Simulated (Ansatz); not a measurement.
**Worked example: building the atomization energy of C₂H₃, doublet**

Measured: the G2/97 heats of formation, with zero-point and thermal terms from B3LYP taken off, give an electronic atomization energy of 444.8 kcal/mol (Curtiss et al., J. Chem. Phys. 106, 1063 (1997); Staroverov et al., J. Chem. Phys. 119, 12129 (2003)). The calculation below tries to reproduce it.

Geometry (MP2(full)/6-31G*, from the G2/97 set):

```xyz
5

C     0.0278   -0.6060    0.0000
C     0.0278    0.6813    0.0000
H    -0.8987   -1.1815    0.0000
H     0.9472   -1.1843    0.0000
H    -0.7120    1.4685    0.0000
```

Atomization energies (atoms less molecule, kcal/mol) from Ansatz 0.2.0, frozen cores, unrestricted molecule, unrestricted atoms (their steps beyond CCSDT(Q) from restricted open-shell runs), sets cc-pVDZ, cc-pVTZ, cc-pVQZ:

```
   level      DZ      TZ      QZ
      HF  329.93  336.75  337.51
 CCSD(T)  410.36  433.22  439.42
   CCSDT  410.71  433.31       –
CCSDT(Q)  411.03  433.70       –
  CCSDTQ  411.02       –       –
```

Extrapolate Hartree–Fock with exp(−5.46 √X) and the CCSD(T) correlation part with X⁻³ (X = 3, 4), add each higher step from the largest set that has it, and compare with the measured value.

Hartree–Fock: 337.51 + (337.51 − 336.75) × 0.301 = 337.74.
Correlation: TZ 96.47, QZ 101.91; (64 × 101.91 − 27 × 96.47) / 37 = 105.88.
Full triples (TZ): 433.31 − 433.22 = 0.09.
(Q) (TZ): 433.70 − 433.31 = 0.39.
Full quadruples (DZ): 411.02 − 411.03 = -0.01.
Sum: 444.1 kcal/mol, 0.7 below the measured 444.8.

The determinant has ⟨S²⟩ = 0.91. The steps beyond CCSD(T) add 0.47 kcal/mol, while going from QZ to the limit adds 4.20. Core correlation, scalar relativity, spin–orbit terms and the relaxation from this MP2 geometry are missing from the sum, and the measured value has its own uncertainty.
